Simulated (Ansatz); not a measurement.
Geometry optimisation, UKS PBE0-D4/6-31G* in Ansatz.

The input (input.yaml):

```yaml
crystal:
  periodic: [false, false, false]
  atoms:
    - { symbol: Si, position_ang: [0.0, 0.0, 0.0] }
    - { symbol: F, position_ang: [0.0, 0.0, 1.84] }
    - { symbol: H, position_ang: [1.3768, 0.0, -0.4862] }
    - { symbol: H, position_ang: [-0.6877, 1.1914, -0.4862] }
    - { symbol: H, position_ang: [-0.6877, -1.1914, -0.4862] }
    - { symbol: C, position_ang: [0.0, 0.0, 3.47] }
    - { symbol: H, position_ang: [-0.5653, -0.8805, 3.8405] }
    - { symbol: H, position_ang: [1.0452, -0.0494, 3.8405] }
    - { symbol: H, position_ang: [-0.4798, 0.9298, 3.8405] }
magnetization:
  spin_polarized: true
  initial_magnetization: 1
basis:
  gaussian: { orbitals: "6-31G*" }
hamiltonian:
  xc: pbe0
  dispersion: d4
relax:
  f_tol: 0.15
  max_steps: 25
  restrain:
    - { distance: [1, 5], at: 2.53, k: 30.0 }
    - { distance: [0, 1], at: 1.59, k: 30.0 }
```

Launched with:

```bash
$ ansatz run input.yaml --threads 1 --pin off --max-ram 2048MiB --backend cpu --events-out ev --progress --plain --runs-dir out
```

Where does it end, and by what steps?

It converged. The restraints hold the end off the free minimum. After 5 steps the energy has fallen by 2.254 eV (the restraints' own energy left out); C6 moved furthest, 0.54 Å.

```
step  energy less start (eV)  largest force component (eV/Å)  accepted
   0                  0.0000                           4.482       yes
   1                 -1.4912                           3.962       yes
   2                 -1.9357                           3.970       yes
   3                 -2.2421                           0.872       yes
   4                 -2.2478                           0.480       yes
   5                 -2.2544                           0.433       yes
```

```xyz
9
Properties=species:S:1:pos:R:3
Si 0.013 0.003 -0.130
F 0.080 0.013 1.471
H 1.395 0.001 -0.678
H -0.711 1.214 -0.598
H -0.708 -1.216 -0.583
C -0.017 -0.003 4.013
H -0.603 -0.912 3.970
H 1.062 -0.056 3.952
H -0.511 0.958 3.956
```

The run took 16 s on 1 thread of Intel(R) Xeon(R) Platinum 8488C (Sapphire Rapids), on a shared host, peak memory 0.17 GiB.
